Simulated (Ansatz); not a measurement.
C$_{3}$H$_{5}$FS, SMILES `C=C(F)SC`. The species carries charge 0 and has multiplicity 1.

| atom | x (Å) | y (Å) | z (Å) |
| --- | --- | --- | --- |
| C1 | 0.368 | -2.020 | 0.276 |
| C2 | -0.155 | -0.896 | -0.188 |
| F3 | -1.489 | -0.741 | -0.236 |
| S4 | 0.751 | 0.423 | -0.877 |
| C5 | -0.052 | 1.828 | -0.081 |
| H6 | 1.439 | -2.119 | 0.363 |
| H7 | -0.271 | -2.848 | 0.555 |
| H8 | -1.117 | 1.843 | -0.307 |
| H9 | 0.415 | 2.719 | -0.503 |
| H10 | 0.110 | 1.812 | 0.997 |

Problem. Give the diagnostics of a CCSD(T)/def2-TZVPP run (frozen core, Ansatz). (An estimate is asked.)

Solution. Ansatz gave: T1 = 0.0120, largest single amplitude 0.016, largest double 0.033, (T) share of the correlation energy 4.1 %, 9 CCSD cycles. The RHF solution is stable towards an unrestricted one. T1 lies under the customary mark of 0.02 for closed shells.
